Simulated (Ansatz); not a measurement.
`F/C=C(\F)CF` → `CC(F)=C(F)F`  (isomerisation)

Computed with Ansatz on PBE0-D4/def2-TZVP structures; ΔE is electronic, products minus reactants. CCSD(T)/CBS adds triple-zeta CCSD(T) − MP2 to the extrapolated MP2 energy (def2 sets, frozen cores). One conformer a species, not always the lowest.

| species | SCS-MP2/def2-QZVPP energy (Eh) |
| --- | --- |
| `F/C=C(\F)CF` | -415.11653 |
| `CC(F)=C(F)F` | -415.12455 |

(1) Work out ΔE.

Largest T1 diagnostic among the species: 0.012.

Answers

(1) ΔE = (-415.12455) − (-415.11653) = -0.00802 Eh = -21.1 kJ/mol. CCSD(T)/CBS gives -22.2 kJ/mol.

Leaving LDA and LC-ωPBE aside and taking each functional with its dispersion term where it has one, the values, not all of them listed here, spread over 9.8 kJ/mol, from r2SCAN-D4 to BHLYP-D4. LDA lies −9.1 kJ/mol from PBE without D4. In def2-TZVPP, CCSD(T) changes the Hartree–Fock value by −7.8 kJ/mol (the triples alone add −1.5 kJ/mol) and MP2 by −10.1 kJ/mol. At CCSD(T), def2-SVP lies −8.7 kJ/mol from the extrapolated value and def2-TZVPP −1.2 kJ/mol.
